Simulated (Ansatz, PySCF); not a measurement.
This PySCF input computes a CAM-B3LYP/def2-TZVPD energy:

```python
from pyscf import gto, scf, dft

mol = gto.M(
    atom='''
    C    -0.01161473   -0.02640307    0.83180950
    C     0.01051919   -0.75709445   -0.62801581
    C     0.00595158    0.55569554   -0.51323913
    H     0.88841082   -0.06781218    1.45981855
    H    -0.92871443   -0.07190482    1.43431575
    H     0.01116736    1.50652892   -1.03746167
    ''',
    basis='def2-tzvpd',
    charge=-1,
    spin=0,
    verbose=4,
)

mf = dft.RKS(mol, xc='camb3lyp').density_fit(auxbasis='def2-universal-jkfit')
mf.grids.level = 3
mf.conv_tol = 1e-9
mf.max_cycle = 100
mf.max_memory = 1500
mf.kernel()
if not mf.converged:
    mf = mf.newton()
    mf.kernel(mf.make_rdm1())
mf.analyze()
```

Task: Write an input for the same energy in Ansatz (a quantum-chemistry and plane-wave program) and say what it gives.

Result: 
Ansatz 0.2 input:
```yaml
crystal:
  periodic: [false, false, false]
  atoms:
    - {symbol: C, position_ang: [-0.01161473, -0.02640307, 0.83180950]}
    - {symbol: C, position_ang: [0.01051919, -0.75709445, -0.62801581]}
    - {symbol: C, position_ang: [0.00595158, 0.55569554, -0.51323913]}
    - {symbol: H, position_ang: [0.88841082, -0.06781218, 1.45981855]}
    - {symbol: H, position_ang: [-0.92871443, -0.07190482, 1.43431575]}
    - {symbol: H, position_ang: [0.01116736, 1.50652892, -1.03746167]}
basis:
  gaussian:
    orbitals: def2-TZVPD
hamiltonian:
  xc: {name: CAM-B3LYP}
total_charge: -1
output: {forces: true}
```
It gives -115.96453 Eh, and PySCF -115.96457 Eh, a difference of 0.04 mEh, from the treatment of integrals and grids.

It need not be the lowest isomer of its formula. Whether it binds its extra electron was not tested at this geometry.
